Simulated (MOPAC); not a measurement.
MOPAC input (PM7):

```
PM7 1SCF CHARGE=1 GEO-OK AUX(PRECISION=9) THREADS=1
H3Si

Si    0.00000000 1    0.00000000 1    0.00000000 1
H     0.01222522 1    1.46745298 1   -0.00876651 1
H     1.26466648 1   -0.74421996 1    0.01999757 1
H    -1.27689170 1   -0.72323302 1   -0.01123105 1
```

From the last part of the output:

```
                                                       MOPAC v23.2.5 Linux

          FINAL HEAT OF FORMATION =        224.39959 KCAL/MOL =     938.88790 KJ/MOL

          COSMO AREA              =         79.37 SQUARE ANGSTROMS
          COSMO VOLUME            =         65.08 CUBIC ANGSTROMS

          IONIZATION POTENTIAL    =         19.836337 EV
          HOMO LUMO ENERGIES (EV) =        -19.836 -8.049
          NO. OF FILLED LEVELS    =          3
          MOLECULAR WEIGHT        =         31.1092         POINT GROUP:  D3h

          MOLECULAR DIMENSIONS (Angstroms)

            Atom       Atom       Distance
            H     3    H     2     2.54184
            H     4    H     2     2.20130
            H     3   Si     1     0.00000

          SCF CALCULATIONS        =          1

   ATOM   CHEMICAL          X               Y               Z
  NUMBER   SYMBOL      (ANGSTROMS)     (ANGSTROMS)     (ANGSTROMS)

     1      Si          0.00000000  *   0.00000000  *   0.00000000  *
     2       H          0.01222522  *   1.46745298  *  -0.00876651  *
     3       H          1.26466648  *  -0.74421996  *   0.01999757  *
     4       H         -1.27689170  *  -0.72323302  *  -0.01123105  *

                             CARTESIAN COORDINATES

   1   Si        0.000000000     0.000000000     0.000000000
   2    H        0.012225220     1.467452980    -0.008766510
   3    H        1.264666480    -0.744219960     0.019997570
   4    H       -1.276891700    -0.723233020    -0.011231050

           Empirical Formula: H3 Si  =     4 atoms

      MOLECULAR POINT GROUP   :   D3h

                  EIGENVALUES
 -25.64006 -19.83634 -19.83634  -8.04902  -4.11799  -4.11799  -1.53502  13.85572
  13.85572  14.31835  14.69129  14.69129

              NET ATOMIC CHARGES AND DIPOLE CONTRIBUTIONS

  ATOM NO.   TYPE          CHARGE      No. of ELECS.   s-Pop       p-Pop       d-Pop
    1         Si           0.589372        3.4106     1.14043     2.21371     0.05649
    2          H           0.136876        0.8631     0.86312
    3          H           0.136876        0.8631     0.86312
    4          H           0.136876        0.8631     0.86312
 DIPOLE           X         Y         Z       TOTAL
 POINT-CHG.     0.000     0.000     0.000     0.000
 HYBRID        -0.000    -0.000    -0.000     0.000
 SUM            0.000     0.000    -0.000     0.000

          ATOMIC ORBITAL ELECTRON POPULATIONS

     Atom    s        px        py        pz      x^2-y^2     xz        z^2       yz        xy
    1 Si   1.14043   1.10669   1.10681   0.00021   0.02212   0.00001   0.01222   0.00001   0.02212
    2  H   0.86312
    3  H   0.86312
    4  H   0.86312

 **********************
 *                    *
 * JOB ENDED NORMALLY *
 *                    *
 **********************

 == MOPAC DONE ==
```

The dipole moment of an ion depends on the origin.
